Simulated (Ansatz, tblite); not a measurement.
**The cluster NaLi2: rung by rung**

The task here is to estimate one member of a computed series from the others.

Computed with Ansatz 0.2.0, Gaussian basis. Level: as each input shows.

The runs, in order: GFN1-xTB, GFN2-xTB, PBE/def2-TZVP, r2SCAN/def2-TZVP, r2SCANh/def2-TZVP, BHLYP/def2-TZVP, PBE-QIDH/def2-TZVP, B3LYP/def2-TZVP, r2SCAN0/def2-TZVP, PBE/def2-SVP, PBE0/def2-SVP, HF/STO-3G, HF/6-31G, B3LYP/6-31G, PBE0/def2-TZVPD, PBE/def2-TZVPD, r2SCAN/def2-TZVPD, CCSD(T)/def2-TZVPP, MP2/def2-TZVP, RPA/def2-TZVP, CCSD(T)/def2-TZVPD.

### The relaxed structure

The doublet was relaxed beforehand with PBE/def2-TZVP. At that level it is the lowest of the isomers that a small search found.

3 atoms, charge 0, spin multiplicity 2.

Bond lengths: Li1–Li2 2.768 Å, Li1–Na3 3.071 Å. Angles: Li2–Li1–Na3 76.6°.

PBE0/def2-TZVP was run before; its log isn't repeated, and its numbers join the tables.

Set-up of the first run:

Tight binding, by tblite at 300 K electronic temperature and without a spin-polarisation term:

```python
tblite.interface.Calculator('GFN1-xTB', numbers, positions, charge=0, uhf=1).singlepoint()
```

Tight binding, by tblite at 300 K electronic temperature and without a spin-polarisation term:

```python
tblite.interface.Calculator('GFN2-xTB', numbers, positions, charge=0, uhf=1).singlepoint()
```

start.molden holds the orbitals of an earlier run on this state, given as this run's starting guess.

Input file in.yaml:

```yaml
crystal:
  periodic: [false, false, false]
  atoms:
    - {symbol: Li, position_ang: [0.278970, -1.385110, -0.584778]}
    - {symbol: Li, position_ang: [-1.728466, 0.520371, -0.563064]}
    - {symbol: Na, position_ang: [1.449496, 0.864740, 1.147831]}
basis:
  gaussian: {orbitals: def2-TZVP, initial_orbitals: start.molden}
magnetization: {spin_polarized: true, initial_magnetization: 1}
hamiltonian: {xc: pbe}
scf: {omitted_lower_state_checks: [starts]}
output: {orbitals: {seedname: orbitals}}
```

On the command line:

```
> ansatz run in.yaml --threads 4 --pin off --events-out ev --progress --plain --max-ram 3916MiB
```

Among the steps run: PBE/def2-TZVP; r2SCAN/def2-TZVP; r2SCANh/def2-TZVP; BHLYP/def2-TZVP; PBE-QIDH/def2-TZVP; B3LYP/def2-TZVP; r2SCAN0/def2-TZVP; PBE/def2-SVP; PBE0/def2-SVP; HF/STO-3G; HF/6-31G; B3LYP/6-31G; PBE0/def2-TZVPD; PBE/def2-TZVPD; r2SCAN/def2-TZVPD; CCSD(T)/def2-TZVPP; MP2/def2-TZVP; RPA/def2-TZVP; CCSD(T)/def2-TZVPD.

One of the session's tables, all rows but one given; the rest of the session is left out.

| level | HOMO (eV) | gap (eV) |
| --- | --- | --- |
| HF/STO-3G | -2.62 | 6.52 |
| HF/6-31G | ? | ? |
| PBE/def2-SVP | -2.53 | 0.58 |
| PBE/def2-TZVP | -2.57 | 0.57 |
| PBE/def2-TZVPD | -2.58 | 0.56 |
| r2SCAN/def2-TZVP | -2.64 | 0.90 |
| r2SCAN/def2-TZVPD | -2.65 | 0.89 |
| r2SCANh/def2-TZVP | -2.82 | 1.23 |
| B3LYP/6-31G | -2.85 | 1.30 |
| B3LYP/def2-TZVP | -2.86 | 1.29 |
| PBE0/def2-SVP | -2.99 | 1.52 |
| PBE0/def2-TZVP | -3.03 | 1.52 |
| PBE0/def2-TZVPD | -3.03 | 1.50 |
| r2SCAN0/def2-TZVP | -3.09 | 1.72 |
| BHLYP/def2-TZVP | -3.30 | 2.39 |

Q: Estimate the row for HF/6-31G from the others.

**Answer.** HOMO (eV): -4.25; gap (eV): 4.49. In the column «HOMO (eV)» it is the lowest.

Limits of these values: Doubts: large T1 diagnostic, spin contamination. Notes on CCSD(T)/def2-TZVPP: large T1 diagnostic, spin contamination.
